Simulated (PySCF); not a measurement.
cyclopentanone: calculation against experiment

**The experiment to reproduce.**

From NIST CCCBDB Release 22 (SRD 101), experimental dipoles, for the gas: dipole moment 3.25 D.

The runs below try to reproduce these values; the comparison stands at the end.

Compound: cyclopentanone, C₅H₈O.
SMILES with atom numbers: `[O:1]=[C:2]1[CH2:3][CH2:4][CH2:5][CH2:6]1` (hydrogens: H7, H8 on C3; H9, H10 on C4; H11, H12 on C5; H13, H14 on C6)

Cartesian coordinates in Å at the GFN2-xTB level; atoms count from 1:
```
atom  x, y, z in Å
O1     0.332    2.298    1.060
C2     0.176    1.217    0.560
C3    -1.153    0.527    0.330
C4    -0.837   -0.653   -0.584
C5     0.593   -1.037   -0.199
C6     1.273    0.306    0.050
H7    -1.514    0.186    1.304
H8    -1.893    1.218   -0.072
H9    -1.536   -1.479   -0.459
H10   -0.868   -0.334   -1.627
H11    0.584   -1.625    0.721
H12    1.089   -1.621   -0.972
H13    1.646    0.737   -0.883
H14    2.107    0.262    0.749
```

The PySCF runs (gas phase, on this GFN2-xTB geometry; no spin–orbit coupling):

```
        level                                                                                                 job  basis functions
PBE0/pcSseg-1  shieldings, ring-centre shieldings, charges and field gradients, density and orbital grids written              142
```

**Comparison with experiment**

**Dipole moment.** Measured: 3.25 D (NIST CCCBDB Release 22 (SRD 101), experimental dipoles).

```tsv
level	computed (D)	computed − measured (D)	% (from the printed values)
PBE0/pcSseg-1	3.06	-0.19	-6
```

The computed dipoles belong to one fixed geometry; measured ones are averaged over vibrations unless marked μe. Magnitudes are compared, not signs.

The geometry is computed, not the measured one. Where a level misses, the cause wasn't examined.
